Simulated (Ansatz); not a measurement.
Geometry optimisation, RKS revPBE-D4/6-31G in Ansatz 0.2.0.

Input file:

```yaml
crystal:
  periodic: [false, false, false]
  atoms:
    - { symbol: "N", position_ang: [1.0262, 0.7819, 0.1336] }
    - { symbol: C, position_ang: [0.3852, -0.3534, -0.2632] }
    - { symbol: Cl, position_ang: [1.4129, -1.3069, -1.2302] }
    - { symbol: C, position_ang: [-0.7834, -0.7322, 0.0069] }
    - { symbol: O, position_ang: [-1.7169, -0.0439, 0.7953] }
    - { symbol: H, position_ang: [0.3485, 1.6305, -0.0136] }
    - { symbol: H, position_ang: [1.86, 0.9704, -0.4097] }
    - { symbol: H, position_ang: [-1.2678, -1.6434, -0.3531] }
    - { symbol: H, position_ang: [-1.1764, 0.6508, 1.3169] }
basis:
  gaussian: { orbitals: "6-31G" }
hamiltonian:
  xc: revpbe
  dispersion: d4
relax:
  f_tol: 0.015
  max_steps: 40
output:
  orbitals: {}
```

Launched with:

```bash
$ ansatz run input.yaml --threads 1 --pin off --max-ram 2048MiB --backend cpu --events-out ev --progress --plain --runs-dir out
```

**Question.** Where does it end, and by what steps?

**Answer.** The forces met the threshold. Limits of this set-up: no polarisation functions. After 9 steps the energy has fallen by 1.247 eV; H7 moved furthest, 0.98 Å.

```
step  energy less start (eV)  largest force component (eV/Å)  accepted
   0                  0.0000                           6.582       yes
   1                 -0.7671                           1.563       yes
   2                 -0.9467                           1.053       yes
   3                 -1.0275                           0.479       yes
   4                 -1.1434                           0.375       yes
   5                 -1.1920                           0.956       yes
   6                 -1.2204                           0.604       yes
   7                 -1.2348                           0.300       yes
   8                 -1.2466                           0.074       yes
   9                 -1.2473                           0.010       yes
```

```xyz
9
Properties=species:S:1:pos:R:3
N 0.813 0.949 0.004
C 0.321 -0.296 -0.398
Cl 1.272 -1.294 -1.674
C -0.823 -0.822 0.096
O -1.593 -0.156 1.043
H 0.790 1.702 -0.688
H 1.674 0.951 0.556
H -1.236 -1.785 -0.191
H -1.129 0.706 1.235
```

Whether the end is a true minimum wasn't checked by a vibrational analysis.

Time of the run: 86 s on 1 thread of Intel(R) Xeon(R) Processor @ 2.50GHz (Skylake/Cascade Lake) (shared host), peak memory 0.16 GiB.
